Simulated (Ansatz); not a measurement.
A made-up structure of SiH4SO, singlet:

```
7
angstrom
O -1.2833 -0.2037 -0.9374
Si -0.0282 0.5111 -0.1582
S 1.6383 -0.7902 0.1648
H -1.5903 -1.0507 -0.6107
H 0.4137 1.5952 -1.0583
H -0.4347 1.0244 1.1743
H -1.5695 -0.0873 -1.8569
```

It is relaxed with PBE-D4/def2-SVP and then PBE0-D4/def2-TZVP (Ansatz 0.2.0). Atoms count as bonded within 1.22 times the sum of their covalent radii (H–H: 0.88 Å). The end point is not checked to be a true minimum.

(1) Does its bonding change? (Judge from chemistry; the calculation decides.)

Results:

(1) By the calculation: No: no bond forms or breaks.

Where it ends: The first stage lowers the energy by 1.72 eV in 9 steps. It ends as SiH₄SO ([OH2][SiH2][S]):
O1  (-1.439, -0.250, -0.800)
Si2  (0.165, 0.578, -0.046)
S3  (1.309, -1.025, 0.119)
H4  (-1.068, -1.158, -0.820)
H5  (0.317, 1.591, -1.131)
H6  (-0.496, 1.246, 1.103)
H7  (-1.643, 0.016, -1.707)
(Å)

Labels in which every atom is bracketed show which atoms are joined, not bond orders.

For scale, one of the runs: PBE0-D4/def2-TZVP relaxation, 129 basis functions, launched by `ansatz run in.yaml --threads 2 --pin off --events-out ev --progress --plain --max-ram 4352MiB`. Hardware: 2 CPU threads of an Arm Neoverse V1, shared host. Wall time about 20 s.
